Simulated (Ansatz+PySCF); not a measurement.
# doublet PH₃(+): levels of theory in one basis

```yaml
atoms:
  - { symbol: P, position_ang: [0.2939, 0.0000, 0.0000] }
  - { symbol: H, position_ang: [-0.0979, 0.0100, 1.3991] }
  - { symbol: H, position_ang: [-0.0979, -1.2167, -0.6909] }
  - { symbol: H, position_ang: [-0.0979, 1.2067, -0.7082] }
```

Basis set: cc-pVTZ on H; cc-pV(T+d)Z on P (spherical functions). Frozen core: 5 orbitals. Correlation on ROHF uses semicanonical orbitals with singles. Charge 1, multiplicity 2.

Computed with Ansatz (development build ahead of 0.2.0) and PySCF 2.14.0; each method stands on the lowest determinant of its kind that the runs found.

```tsv
method	E − E(ROHF) (eV)	<S²> of the determinant
ROHF	0.00	0.75
UHF	-0.08	0.76
ROHF-MP2	-3.63	–
UHF-MP2	-3.63	0.76
ROHF-CCSD(T)	-4.50	–
UHF-CCSD(T)	-4.50	0.76
```

Task: What does UHF-CCSD give on the same scale?

Result: -4.38 eV.

Task: Is a single determinant a sound starting point here?

Result: By this sign, yes. Unrestricted orbitals gain 0.08 eV and <S²> is 0.76 against 0.75 for a pure state.
